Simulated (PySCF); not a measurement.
# CH6AlN (SMILES C[NH][AlH2]), step by step, part 2 of 3

PySCF 2.14.0. Earlier steps stand in the parts before.

## 4. A single-point energy at NEVPT2(2,2)/Sapporo-DZP (run 3)

job.py

```python
# C[NH][AlH2]
from pyscf import gto, scf, mcscf, mrpt

system = gto.M(
    atom='''
C     -0.392394     0.923931    -0.786950
N      0.340380    -0.259279    -0.381096
Al     0.327488    -1.105127     1.175330
H     -1.059930     0.726258    -1.623544
H      0.270424     1.736804    -1.077750
H     -1.001732     1.281839     0.035890
H      0.915780    -0.608834    -1.118711
H      1.239592    -2.388732     1.323997
H     -0.586804    -0.544222     2.337206
''',
    spin=0,
    max_memory=1860,
    basis='sapporo-dzp',
    verbose=4,
    charge=0,
)

mf = scf.RHF(system)
mf.kernel()

cas = mcscf.CASSCF(mf, 2, 2)
cas.fix_spin_(ss=0.0)
cas.natorb = True
cas.kernel()
e_pt2 = mrpt.NEVPT(cas).kernel()
e_final = cas.e_tot + e_pt2
print(f'total energy: {e_final:.8f} hartree')
mf.analyze()
```

Command:

```bash
$ OMP_NUM_THREADS=1 python job.py
```

The program printed:

```text
PySCF version 2.14.0

[INPUT] num. atoms = 9
[INPUT] num. electrons = 32
[INPUT] charge = 0
[INPUT] spin (= nelec alpha-beta = 2S) = 0
[INPUT] symmetry False subgroup None
[INPUT] Mole.unit = angstrom
[INPUT] Symbol           X                Y                Z      unit          X                Y                Z       unit  Magmom
[INPUT]  1 C     -0.392394000000   0.923931000000  -0.786950000000 AA   -0.741517192923   1.745976547996  -1.487119973726 Bohr   0.0
[INPUT]  2 N      0.340380000000  -0.259279000000  -0.381096000000 AA    0.643224978279  -0.489966299851  -0.720167067167 Bohr   0.0
[INPUT]  3 Al     0.327488000000  -1.105127000000   1.175330000000 AA    0.618862629082  -2.088387362862   2.221051805985 Bohr   0.0
[INPUT]  4 H     -1.059930000000   0.726258000000  -1.623544000000 AA   -2.002977411210   1.372428715774  -3.068053511181 Bohr   0.0
[INPUT]  5 H      0.270424000000   1.736804000000  -1.077750000000 AA    0.511027297509   3.282083892049  -2.036652330750 Bohr   0.0
[INPUT]  6 H     -1.001732000000   1.281839000000   0.035890000000 AA   -1.892999130213   2.422324645786   0.067822270611 Bohr   0.0
[INPUT]  7 H      0.915780000000  -0.608834000000  -1.118711000000 AA    1.730573390354  -1.150529515323  -2.114057402538 Bohr   0.0
[INPUT]  8 H      1.239592000000  -2.388732000000   1.323997000000 AA    2.342489386202  -4.514049264985   2.501991719746 Bohr   0.0
[INPUT]  9 H     -0.586804000000  -0.544222000000   2.337206000000 AA   -1.108898848799  -1.028430530963   4.416679236690 Bohr   0.0

nuclear repulsion = 100.679905065199
number of shells = 38
number of NR pGTOs = 194
number of NR cGTOs = 76
basis = sapporo-dzp
ecp = {}

******** <class 'pyscf.scf.hf.RHF'> ********
method = RHF
initial guess = minao
damping factor = 0
level_shift factor = 0
DIIS = <class 'pyscf.scf.diis.CDIIS'>
diis_start_cycle = 1
diis_space = 8
diis_damp = 0
SCF conv_tol = 1e-09
SCF conv_tol_grad = None
SCF max_cycles = 50
direct_scf = True
direct_scf_tol = 1e-13
Set gradient conv threshold to 3.16228e-05
Initial guess from minao.
init E= -337.744842458353
  HOMO = -0.260305065042677  LUMO = 0.0178425084988856  gap/eV = 7.56878
cycle= 1 E= -337.681366052499  delta_E= 0.0635  |g|= 0.315  |ddm|= 2.48
  HOMO = -0.348155110585707  LUMO = 0.0585927630017382  gap/eV = 11.06817
cycle= 2 E= -337.714172373204  delta_E= -0.0328  |g|= 0.126  |ddm|= 0.427
  HOMO = -0.379469083655503  LUMO = 0.0585578208596189  gap/eV = 11.91932
cycle= 3 E= -337.718214989284  delta_E= -0.00404  |g|= 0.0481  |ddm|= 0.127
  HOMO = -0.366454532173053  LUMO = 0.0618303755417275  gap/eV = 11.65423
cycle= 4 E= -337.718920938523  delta_E= -0.000706  |g|= 0.00681  |ddm|= 0.0562
  HOMO = -0.368205142486504  LUMO = 0.0618435745733632  gap/eV = 11.70222
cycle= 5 E= -337.718937160799  delta_E= -1.62e-05  |g|= 0.00184  |ddm|= 0.00759
  HOMO = -0.367970360950618  LUMO = 0.0618176514762037  gap/eV = 11.69513
cycle= 6 E= -337.718938990547  delta_E= -1.83e-06  |g|= 0.00049  |ddm|= 0.0027
  HOMO = -0.367999273343864  LUMO = 0.0618337639230728  gap/eV = 11.69635
cycle= 7 E= -337.718939141208  delta_E= -1.51e-07  |g|= 0.000153  |ddm|= 0.000814
  HOMO = -0.367984316645158  LUMO = 0.0618527914481311  gap/eV = 11.69646
cycle= 8 E= -337.718939162134  delta_E= -2.09e-08  |g|= 3.74e-05  |ddm|= 0.000358
  HOMO = -0.367978799491318  LUMO = 0.0618533678685544  gap/eV = 11.69633
cycle= 9 E= -337.718939163774  delta_E= -1.64e-09  |g|= 7.77e-06  |ddm|= 0.000113
  HOMO = -0.367977717061977  LUMO = 0.0618537932184506  gap/eV = 11.69631
cycle= 10 E= -337.718939163833  delta_E= -5.91e-11  |g|= 1.3e-06  |ddm|= 2.23e-05
  HOMO = -0.3679776960533  LUMO = 0.0618537950725466  gap/eV = 11.69631
Extra cycle  E= -337.718939163834  delta_E= -1.71e-12  |g|= 5.38e-07  |ddm|= 2.19e-06
converged SCF energy = -337.718939163834

******** <class 'pyscf.mcscf.mc1step.CASSCF'> ********
CAS (1e+1e, 2o), ncore = 15, nvir = 59
max_cycle_macro = 50
max_cycle_micro = 4
conv_tol = 1e-07
conv_tol_grad = None
orbital rotation max_stepsize = 0.02
orbital rotation threshold for CI restart = 0.01
augmented hessian ah_max_cycle = 30
augmented hessian ah_conv_tol = 1e-12
augmented hessian ah_linear dependence = 1e-14
augmented hessian ah_level shift = 1e-08
augmented hessian ah_start_tol = 2.5
augmented hessian ah_start_cycle = 3
augmented hessian ah_grad_trust_region = 3
kf_trust_region = 3
kf_interval = 4
ci_response_space = 4
ci_grad_trust_region = 3
with_dep4 0
natorb = True
canonicalization = True
sorting_mo_energy = False
ao2mo_level = 2
internal_rotation = False
******** <class 'pyscf.fci.addons.SpinPenaltyFCISolver'> ********
max. cycles = 50
conv_tol = 1e-08
davidson only = True
linear dependence = 1e-12
level shift = 0.001
max iter space = 12
nroots = 1
pspace_size = 400
spin = None
CASCI E = -337.719388702957  S^2 = 0.0000000
Set conv_tol_grad to 0.000316228
macro iter   1 ( 21 JK    4 micro), CASSCF E = -337.726331632716  dE = -6.94292976e-03  S^2 = 0.0000000
               |grad[o]|=0.00378  |grad[c]|=0.0162  |ddm|=0.054  |maxRot[o]|=0.277
macro iter   2 ( 21 JK    4 micro), CASSCF E = -337.732339729895  dE = -6.00809718e-03  S^2 = 0.0000000
               |grad[o]|=0.0247  |grad[c]|=0.00603  |ddm|=0.00757  |maxRot[o]|=0.275
macro iter   3 ( 16 JK    4 micro), CASSCF E = -337.732655713850  dE = -3.15983956e-04  S^2 = 0.0000000
               |grad[o]|=0.00679  |grad[c]|=0.00341  |ddm|=0.00628  |maxRot[o]|=0.0517
macro iter   4 ( 13 JK    4 micro), CASSCF E = -337.732750029932  dE = -9.43160821e-05  S^2 = 0.0000000
               |grad[o]|=0.00255  |grad[c]|=0.000949  |ddm|=0.00164  |maxRot[o]|=0.0437
macro iter   5 ( 13 JK    3 micro), CASSCF E = -337.732753353116  dE = -3.32318388e-06  S^2 = 0.0000000
               |grad[o]|=0.000591  |grad[c]|=6.01e-05  |ddm|=0.000657  |maxRot[o]|=0.0093
macro iter   6 (  3 JK    1 micro), CASSCF E = -337.732753358807  dE = -5.69076519e-09  S^2 = 0.0000000
               |grad[o]|=6.2e-05  |grad[c]|=2.26e-05  |ddm|=5.05e-05  |maxRot[o]|=0.00031
1-step CASSCF converged in   6 macro ( 87 JK  20 micro) steps
CASSCF canonicalization
Natural occ [1.97727042 0.02272958]
Natural orbital (expansion on meta-Lowdin AOs) in CAS space
               #1        #2
0 C 1s          -0.00000  -0.00000
0 C 2s           0.00026   0.00080
0 C 3s          -0.00000   0.00017
0 C 2px          0.03752   0.10237
0 C 2py          0.02746   0.07656
0 C 2pz          0.01566   0.04264
0 C 3px          0.00765   0.07328
0 C 3py          0.00589   0.05566
0 C 3pz          0.00327   0.03074
0 C 3dxy        -0.01099  -0.02233
0 C 3dyz        -0.00299  -0.00710
0 C 3dz^2        0.00533   0.01022
0 C 3dxz         0.01262   0.02487
0 C 3dx2-y2      0.02815   0.05873
1 N 1s           0.00005  -0.00000
1 N 2s           0.00054  -0.00029
1 N 3s          -0.00004   0.00007
1 N 2px          0.69167  -0.27444
1 N 2py          0.52834  -0.21014
1 N 2pz          0.28791  -0.11332
1 N 3px          0.06968   0.38472
1 N 3py          0.05310   0.29335
1 N 3pz          0.02925   0.16114
1 N 3dxy        -0.00605  -0.03284
1 N 3dyz         0.00349   0.02444
1 N 3dz^2        0.00632   0.03858
1 N 3dxz         0.00954   0.05456
1 N 3dx2-y2      0.00776   0.03310
2 Al 1s          0.00001   0.00001
2 Al 2s         -0.00005  -0.00004
2 Al 3s         -0.00128  -0.00217
2 Al 4s          0.00012   0.00016
2 Al 2px        -0.00083  -0.00044
2 Al 2py        -0.00064  -0.00034
2 Al 2pz        -0.00034  -0.00017
2 Al 3px         0.26036   0.50147
2 Al 3py         0.19741   0.38034
2 Al 3pz         0.11067   0.21286
2 Al 4px        -0.00051  -0.00141
2 Al 4py        -0.00026  -0.00072
2 Al 4pz        -0.00040  -0.00115
2 Al 3dxy        0.03782   0.12089
2 Al 3dyz       -0.03909  -0.12491
2 Al 3dz^2      -0.05226  -0.16682
2 Al 3dxz       -0.07015  -0.22463
2 Al 3dx2-y2    -0.02403  -0.07804
3 H 1s           0.08861   0.03921
3 H 2s           0.00354  -0.00465
3 H 2px         -0.00119  -0.01163
3 H 2py          0.00597   0.02016
3 H 2pz          0.00569   0.00419
4 H 1s          -0.08838  -0.03901
4 H 2s          -0.00346   0.00474
4 H 2px          0.00765   0.01779
4 H 2py         -0.00102  -0.01547
4 H 2pz         -0.00309  -0.00178
5 H 1s          -0.00055  -0.00012
5 H 2s           0.00000   0.00009
5 H 2px         -0.00419  -0.00876
5 H 2py         -0.00324  -0.00695
5 H 2pz         -0.00166  -0.00350
6 H 1s           0.00083   0.00134
6 H 2s          -0.00002   0.00030
6 H 2px          0.02378   0.05925
6 H 2py          0.01816   0.04535
6 H 2pz          0.01002   0.02494
7 H 1s           0.00018   0.00068
7 H 2s           0.00004   0.00013
7 H 2px         -0.00547  -0.02052
7 H 2py         -0.00411  -0.01540
7 H 2pz         -0.00232  -0.00873
8 H 1s           0.00002   0.00032
8 H 2s          -0.00003  -0.00010
8 H 2px         -0.00600  -0.02123
8 H 2py         -0.00453  -0.01605
8 H 2pz         -0.00255  -0.00903
<CAS-nat-orb|mo-hf>  16     16       0.94251734
<CAS-nat-orb|mo-hf>  17     17       0.55342907
<CAS-nat-orb|mo-hf>  17     31      -0.51344171
<CAS-nat-orb|mo-hf>  17     43      -0.41245015
CASSCF energy = -337.732753358807
CASCI E = -337.732753358807  E(CI) = -1.35190346025018  S^2 = 0.0000000

******** <class 'pyscf.mrpt.nevpt2.NEVPT'> ********
NEVPT2 (1e+1e, 2o), ncore = 15, nvir = 59
root = 0
Natural occ [1.97727042 0.02272958]
Natural orbital (expansion on meta-Lowdin AOs) in CAS space
               #1        #2
0 C 1s          -0.00000  -0.00000
0 C 2s           0.00026   0.00080
0 C 3s          -0.00000   0.00017
0 C 2px          0.03752   0.10237
0 C 2py          0.02746   0.07656
0 C 2pz          0.01566   0.04264
0 C 3px          0.00765   0.07328
0 C 3py          0.00589   0.05566
0 C 3pz          0.00327   0.03074
0 C 3dxy        -0.01099  -0.02233
0 C 3dyz        -0.00299  -0.00710
0 C 3dz^2        0.00533   0.01022
0 C 3dxz         0.01262   0.02487
0 C 3dx2-y2      0.02815   0.05873
1 N 1s           0.00005  -0.00000
1 N 2s           0.00054  -0.00029
1 N 3s          -0.00004   0.00007
1 N 2px          0.69167  -0.27444
1 N 2py          0.52834  -0.21014
1 N 2pz          0.28791  -0.11332
1 N 3px          0.06968   0.38472
1 N 3py          0.05310   0.29335
1 N 3pz          0.02925   0.16114
1 N 3dxy        -0.00605  -0.03284
1 N 3dyz         0.00349   0.02444
1 N 3dz^2        0.00632   0.03858
1 N 3dxz         0.00954   0.05456
1 N 3dx2-y2      0.00776   0.03310
2 Al 1s          0.00001   0.00001
2 Al 2s         -0.00005  -0.00004
2 Al 3s         -0.00128  -0.00217
2 Al 4s          0.00012   0.00016
2 Al 2px        -0.00083  -0.00044
2 Al 2py        -0.00064  -0.00034
2 Al 2pz        -0.00034  -0.00017
2 Al 3px         0.26036   0.50147
2 Al 3py         0.19741   0.38034
2 Al 3pz         0.11067   0.21286
2 Al 4px        -0.00051  -0.00141
2 Al 4py        -0.00026  -0.00072
2 Al 4pz        -0.00040  -0.00115
2 Al 3dxy        0.03782   0.12089
2 Al 3dyz       -0.03909  -0.12491
2 Al 3dz^2      -0.05226  -0.16682
2 Al 3dxz       -0.07015  -0.22463
2 Al 3dx2-y2    -0.02403  -0.07804
3 H 1s           0.08861   0.03921
3 H 2s           0.00354  -0.00465
3 H 2px         -0.00119  -0.01163
3 H 2py          0.00597   0.02016
3 H 2pz          0.00569   0.00419
4 H 1s          -0.08838  -0.03901
4 H 2s          -0.00346   0.00474
4 H 2px          0.00765   0.01779
4 H 2py         -0.00102  -0.01547
4 H 2pz         -0.00309  -0.00178
5 H 1s          -0.00055  -0.00012
5 H 2s           0.00000   0.00009
5 H 2px         -0.00419  -0.00876
5 H 2py         -0.00324  -0.00695
5 H 2pz         -0.00166  -0.00350
6 H 1s           0.00083   0.00134
6 H 2s          -0.00002   0.00030
6 H 2px          0.02378   0.05925
6 H 2py          0.01816   0.04535
6 H 2pz          0.01002   0.02494
7 H 1s           0.00018   0.00068
7 H 2s           0.00004   0.00013
7 H 2px         -0.00547  -0.02052
7 H 2py         -0.00411  -0.01540
7 H 2pz         -0.00232  -0.00873
8 H 1s           0.00002   0.00032
8 H 2s          -0.00003  -0.00010
8 H 2px         -0.00600  -0.02123
8 H 2py         -0.00453  -0.01605
8 H 2pz         -0.00255  -0.00903
<CAS-nat-orb|mo-hf>  16     16       0.94251734
<CAS-nat-orb|mo-hf>  17     17       0.55342907
<CAS-nat-orb|mo-hf>  17     31      -0.51344171
<CAS-nat-orb|mo-hf>  17     43      -0.41245015
Sr    (-1)',   E = -0.00000000002902
Si    (+1)',   E = -0.00000000001823
Sijrs (0)  ,   E = -0.29680398411299
Sijr  (+1) ,   E = -0.00384583834013
Srsi  (-1) ,   E = -0.04220249600370
Srs   (-2) ,   E = -0.00723124534561
Sij   (+2) ,   E = -0.00036511964955
Sir   (0)' ,   E = -0.04224084719446
Nevpt2 Energy = -0.392689530693683
total energy: -338.12544289 hartree
**** SCF Summaries ****
Total Energy =                        -337.718939163834364
Nuclear Repulsion Energy =             100.679905065199193
One-electron Energy =                 -666.116181093401792
Two-electron Energy =                  227.717336864368264
Two-electron Coulomb Energy =          259.869334754724434
DFT Exchange-Correlation Energy =      -32.151997890356171
HOMO-LUMO gap [eV] =                    11.696310628577619
**** MO energy ****
MO #1   energy= -58.4610740557753  occ= 2
MO #2   energy= -15.5295006112653  occ= 2
MO #3   energy= -11.2494733079394  occ= 2
MO #4   energy= -4.87796967052715  occ= 2
MO #5   energy= -3.19614020754277  occ= 2
MO #6   energy= -3.19436026077753  occ= 2
MO #7   energy= -3.19339105804734  occ= 2
MO #8   energy= -1.15069393760574  occ= 2
MO #9   energy= -0.89003524634107  occ= 2
MO #10  energy= -0.650591266502841 occ= 2
MO #11  energy= -0.584519349049372 occ= 2
MO #12  energy= -0.581962474363944 occ= 2
MO #13  energy= -0.522938991886996 occ= 2
MO #14  energy= -0.467923477732197 occ= 2
MO #15  energy= -0.422202288603922 occ= 2
MO #16  energy= -0.3679776960533   occ= 2
MO #17  energy= 0.0618537950725466 occ= 0
MO #18  energy= 0.104249474543875  occ= 0
MO #19  energy= 0.126957103344123  occ= 0
MO #20  energy= 0.160142083072329  occ= 0
MO #21  energy= 0.207701600867463  occ= 0
MO #22  energy= 0.230024879864152  occ= 0
MO #23  energy= 0.250067994417721  occ= 0
MO #24  energy= 0.26694509770038   occ= 0
MO #25  energy= 0.273632624710914  occ= 0
MO #26  energy= 0.290394874372655  occ= 0
MO #27  energy= 0.327967706598057  occ= 0
MO #28  energy= 0.351468947830753  occ= 0
MO #29  energy= 0.370799811649304  occ= 0
MO #30  energy= 0.40008501104089   occ= 0
MO #31  energy= 0.451730547169338  occ= 0
MO #32  energy= 0.540625958097221  occ= 0
MO #33  energy= 0.549127988157634  occ= 0
MO #34  energy= 0.650311099073976  occ= 0
MO #35  energy= 0.654136027792081  occ= 0
MO #36  energy= 0.74573387552527   occ= 0
MO #37  energy= 0.787270852853948  occ= 0
MO #38  energy= 0.84860213837969   occ= 0
MO #39  energy= 0.89560732017902   occ= 0
MO #40  energy= 0.93210702299212   occ= 0
MO #41  energy= 0.950661037519229  occ= 0
MO #42  energy= 0.964058325705532  occ= 0
MO #43  energy= 1.02797429111705   occ= 0
MO #44  energy= 1.03920684733949   occ= 0
MO #45  energy= 1.12869878923636   occ= 0
MO #46  energy= 1.17530616095543   occ= 0
MO #47  energy= 1.20078208280114   occ= 0
MO #48  energy= 1.25462015343682   occ= 0
MO #49  energy= 1.50937076472132   occ= 0
MO #50  energy= 1.57606777680014   occ= 0
MO #51  energy= 1.60850413123668   occ= 0
MO #52  energy= 1.73741783039647   occ= 0
MO #53  energy= 1.79963681200716   occ= 0
MO #54  energy= 1.8411745875665    occ= 0
MO #55  energy= 1.90508292986965   occ= 0
MO #56  energy= 1.94452467847005   occ= 0
MO #57  energy= 1.97264719424053   occ= 0
MO #58  energy= 2.01905411685521   occ= 0
MO #59  energy= 2.04954642428369   occ= 0
MO #60  energy= 2.07431592890348   occ= 0
MO #61  energy= 2.18919484270908   occ= 0
MO #62  energy= 2.29473008816465   occ= 0
MO #63  energy= 2.36169704959559   occ= 0
MO #64  energy= 2.43425990387176   occ= 0
MO #65  energy= 2.48543298018399   occ= 0
MO #66  energy= 2.56039583561257   occ= 0
MO #67  energy= 2.58515491659538   occ= 0
MO #68  energy= 2.68656373648775   occ= 0
MO #69  energy= 2.73616166682482   occ= 0
MO #70  energy= 2.91233895057961   occ= 0
MO #71  energy= 3.04862404800758   occ= 0
MO #72  energy= 3.10643476184287   occ= 0
MO #73  energy= 3.1723539401663    occ= 0
MO #74  energy= 3.34900571450036   occ= 0
MO #75  energy= 3.39106007196599   occ= 0
MO #76  energy= 3.87581581544535   occ= 0
 ** Mulliken pop on meta-lowdin orthogonal AOs  **
 ** Mulliken pop  **
pop of  0 C 1s            1.99999
pop of  0 C 2s            0.99803
pop of  0 C 3s            0.00439
pop of  0 C 2px           1.03986
pop of  0 C 2py           0.95284
pop of  0 C 2pz           1.08387
pop of  0 C 3px           0.00391
pop of  0 C 3py           0.00399
pop of  0 C 3pz           0.00352
pop of  0 C 3dxy          0.00397
pop of  0 C 3dyz          0.00152
pop of  0 C 3dz^2         0.00159
pop of  0 C 3dxz          0.00311
pop of  0 C 3dx2-y2       0.00265
pop of  1 N 1s            1.99999
pop of  1 N 2s            1.31413
pop of  1 N 3s            0.00249
pop of  1 N 2px           1.48391
pop of  1 N 2py           1.37668
pop of  1 N 2pz           1.41377
pop of  1 N 3px           0.01239
pop of  1 N 3py           0.00779
pop of  1 N 3pz           0.00472
pop of  1 N 3dxy          0.00151
pop of  1 N 3dyz          0.00112
pop of  1 N 3dz^2         0.00106
pop of  1 N 3dxz          0.00139
pop of  1 N 3dx2-y2       0.00043
pop of  2 Al 1s           1.99999
pop of  2 Al 2s           1.99958
pop of  2 Al 3s           0.86261
pop of  2 Al 4s           0.00269
pop of  2 Al 2px          1.99999
pop of  2 Al 2py          1.99998
pop of  2 Al 2pz          1.99998
pop of  2 Al 3px          0.43574
pop of  2 Al 3py          0.50354
pop of  2 Al 3pz          0.47539
pop of  2 Al 4px          0.00249
pop of  2 Al 4py          0.00372
pop of  2 Al 4pz          0.00561
pop of  2 Al 3dxy         0.00840
pop of  2 Al 3dyz         0.01209
pop of  2 Al 3dz^2        0.01374
pop of  2 Al 3dxz         0.01526
pop of  2 Al 3dx2-y2      0.00283
pop of  3 H 1s            0.91707
pop of  3 H 2s            0.00794
pop of  3 H 2px           0.00089
pop of  3 H 2py           0.00024
pop of  3 H 2pz           0.00131
pop of  4 H 1s            0.91692
pop of  4 H 2s            0.00794
pop of  4 H 2px           0.00096
pop of  4 H 2py           0.00129
pop of  4 H 2pz           0.00019
pop of  5 H 1s            0.90905
pop of  5 H 2s            0.00771
pop of  5 H 2px           0.00085
pop of  5 H 2py           0.00044
pop of  5 H 2pz           0.00115
pop of  6 H 1s            0.77921
pop of  6 H 2s            0.00926
pop of  6 H 2px           0.00211
pop of  6 H 2py           0.00114
pop of  6 H 2pz           0.00160
pop of  7 H 1s            1.17470
pop of  7 H 2s            0.00088
pop of  7 H 2px           0.00177
pop of  7 H 2py           0.00312
pop of  7 H 2pz           0.00040
pop of  8 H 1s            1.17747
pop of  8 H 2s            0.00077
pop of  8 H 2px           0.00179
pop of  8 H 2py           0.00100
pop of  8 H 2pz           0.00257
 ** Mulliken atomic charges  **
charge of    0C =     -0.10323
charge of    1N =     -0.62139
charge of    2Al =      0.65637
charge of    3H =      0.07256
charge of    4H =      0.07270
charge of    5H =      0.08079
charge of    6H =      0.20667
charge of    7H =     -0.18087
charge of    8H =     -0.18361
Dipole moment(X, Y, Z, Debye):  0.05622,  0.44876, -0.95668
```

It took 18 s on 1 thread of Intel Xeon at 2.50GHz (Skylake/Cascade Lake), shared host; peak memory 0.18 GiB.

## 5. The vertical excitations at TDA-PBE/6-311G(d,p) (density fitting with cc-pvqz-jkfit, Cartesian functions, spin of roots singlet) (run 4)

start.xyz

```xyz
9

C     -0.392394     0.923931    -0.786950
N      0.340380    -0.259279    -0.381096
Al     0.327488    -1.105127     1.175330
H     -1.059930     0.726258    -1.623544
H      0.270424     1.736804    -1.077750
H     -1.001732     1.281839     0.035890
H      0.915780    -0.608834    -1.118711
H      1.239592    -2.388732     1.323997
H     -0.586804    -0.544222     2.337206
```

calc.py

```python
from pyscf import gto, dft, tdscf

mol = gto.M(
    atom='start.xyz',
    cart=True,
    spin=0,
    charge=0,
    verbose=3,
    basis='6-311g**',
    max_memory=1860,
)

ks = dft.RKS(mol, xc='pbe')
ks = ks.density_fit(auxbasis='cc-pvqz-jkfit')
ks.kernel()

e_tot = ks.e_tot
print(f'total energy: {e_tot:.8f} hartree')

td = ks.TDA()
td.nstates = 3
td.kernel()
td.analyze()
roots = td.e * 27.211386
osc = td.oscillator_strength()
print('state   eV      nm      f')
for i, (w, f) in enumerate(zip(roots, osc), 1):
    print('%3d %9.4f %8.1f %9.5f' % (i, w, 1239.842 / w, f))
```

Command:

```bash
$ OMP_NUM_THREADS=1 python calc.py
```

The program printed:

```text
converged SCF energy = -338.665098649145
total energy: -338.66509865 hartree
Excitation energies (eV)
[5.16496039 5.62399808 5.73698209]

** Singlet excitation energies and oscillator strengths **
state   eV      nm      f
  1    5.1650    240.0   0.18237
  2    5.6240    220.5   0.01434
  3    5.7370    216.1   0.00000
```

It took 77 s on 1 thread of Intel Xeon at 2.50GHz (Skylake/Cascade Lake), shared host; peak memory 0.54 GiB.

The roots found:

```tsv
excited state	energy (eV)	strength
1	5.165	0.1824
2	5.624	0.0143
3	5.737	0.0000
```

(Part 2 of 3 ends here.)
